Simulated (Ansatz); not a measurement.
`[CH2]1[AlH][AlH]1` → 2 Al• + C• + 4 H•  (atomization)

Calculated with Ansatz (gas phase, PBE0-D4/def2-TZVP geometries, no zero-point term in ΔE). CCSD(T)/CBS adds triple-zeta CCSD(T) − MP2 to the extrapolated MP2 energy (def2 sets, frozen cores). This one scheme is used for every species, atoms too. Functionals use def2-TZVPP. No spin–orbit coupling; open shells (•) take unrestricted orbitals. Spin–orbit coupling would lower the free atoms: a little for Al, C.

```tsv
level	ΔE (eV)
revPBE-D4	19.93
CCSD/def2-TZVPP	19.40
CCSD(T)/def2-TZVPP	19.72
SCS-MP2/def2-QZVPP	20.17
```

(1) What does CCSD(T)/CBS give? (Estimate.)

(2) What do rigid-rotor, harmonic-oscillator terms from PBE0-D4/def2-TZVP frequencies (298.15 K, 1 bar) make of the CCSD(T)/CBS value? (Best estimate.)

Largest T1 diagnostic among the species: 0.018.

Answers

(1) The calculation gave: +20.26 eV. The listed levels differ from it by -0.33, -0.86, -0.54, -0.09 eV.

(2) Computed: ΔZPE = -0.99 eV, ΔH = +19.55 eV, ΔS = 645 J/(mol·K), ΔG = +17.55 eV. Open shells count their whole term as degenerate.

From PBE to PBE0 (25 % exact exchange), in def2-TZVPP and without D4, ΔE moves by −0.17 eV: exact exchange takes away binding that semilocal exchange gives to molecules. Leaving LDA and LC-ωPBE aside and taking each functional with its dispersion term where it has one, the values, not all of them listed here, spread over 1.08 eV, from BHLYP-D4 to B97M-V. LDA lies +2.57 eV from PBE without D4, its usual overbinding.

For atomizations the MP2-based limit and the directly extrapolated one differ by several kJ/mol either way, and by 10 to 25 for some Ge, Se and Sn compounds, so smaller differences from it don't rank the levels.
